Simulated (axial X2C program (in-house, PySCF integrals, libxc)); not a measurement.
# Low determinants of AlS⁻ at the PBE0 level, 2c

Computed with an in-house relativistic program for diatomic molecules. Two-component (2c) means X2C with spin–orbit coupling and atomic mean-field two-electron Coulomb and Gaunt terms. Basis: S dyall-av3z [9s8p3d2f], Al dyall-av3z [9s9p3d2f] (cores contracted in-house); Gaussian nuclei, density fitting, unrestricted open shells. Masses: S 31.972 u, Al 26.982 u.

Search at 2.070 Å (vertical energies from the lowest determinant):

```json
{"ΔE (eV)": "0.00", "state": "Ω = 0", "electrons beyond evenly filled partner blocks": "none", "electrons in ±ω = 1/2, 3/2, 5/2, 7/2": "24 6 0 0"}
{"ΔE (eV)": "2.21", "state": "Ω = 2", "electrons beyond evenly filled partner blocks": "ω = 1/2, ω = 3/2", "electrons in ±ω = 1/2, 3/2, 5/2, 7/2": "23 7 0 0"}
{"ΔE (eV)": "2.58", "state": "Ω = 1", "electrons beyond evenly filled partner blocks": "2 × ω = 1/2", "electrons in ±ω = 1/2, 3/2, 5/2, 7/2": "24 6 0 0"}
{"ΔE (eV)": "2.59", "state": "Ω = 1", "electrons beyond evenly filled partner blocks": "ω = -1/2, ω = 3/2", "electrons in ±ω = 1/2, 3/2, 5/2, 7/2": "23 7 0 0"}
{"ΔE (eV)": "3.43", "state": "Ω = 1", "electrons beyond evenly filled partner blocks": "ω = -1/2, ω = 3/2", "electrons in ±ω = 1/2, 3/2, 5/2, 7/2": "25 5 0 0"}
{"ΔE (eV)": "3.44", "state": "Ω = 3", "electrons beyond evenly filled partner blocks": "2 × ω = 3/2", "electrons in ±ω = 1/2, 3/2, 5/2, 7/2": "24 6 0 0"}
{"ΔE (eV)": "3.51", "state": "Ω = 2", "electrons beyond evenly filled partner blocks": "ω = 1/2, ω = 3/2", "electrons in ±ω = 1/2, 3/2, 5/2, 7/2": "25 5 0 0"}
```

Lowest determinant, Ω = 0 (closed shell): Re = 2.101 Å, ωe = 572.6 cm⁻¹.

The determinant in row 2 of the search, Ω = 2 (⟨Sz⟩ = 1.00, ⟨Lz⟩ = 1.00 at PBE0), was followed along the bond at PBE0; measured from the minimum of the lowest determinant it gives:

Te = 2.207 eV (17802 cm⁻¹), Re = 2.110 Å, ωe = 525.8 cm⁻¹.

**Question.** Compare the bond of the determinant in row 2 with that of the lowest one.

**Answer.** At PBE0 its Re is 0.009 Å longer and its force constant, which goes as ωe², is 0.84 times that of the lowest determinant. T0 ≈ Te + Δωe/2 = 17802 + (-23) = 17779 cm⁻¹.

The search compares states at one distance, so a state with another bond length can lie lower; it is not exhaustive and yields mostly the lowest determinant of each block pattern, so other components and higher states of one pattern are missing. These are energies of single determinants, not of spin-adapted states; PBE0 term energies can be off by some tenths of an eV, and the functional has no current term. Open-shell Ω = 0 determinants with evenly filled partner blocks cannot be reached by this program, so the Ω shown need not be the lowest component. For an anion, determinants above electron detachment are held by the basis set. Row 2 has a positive highest level at its minimum.
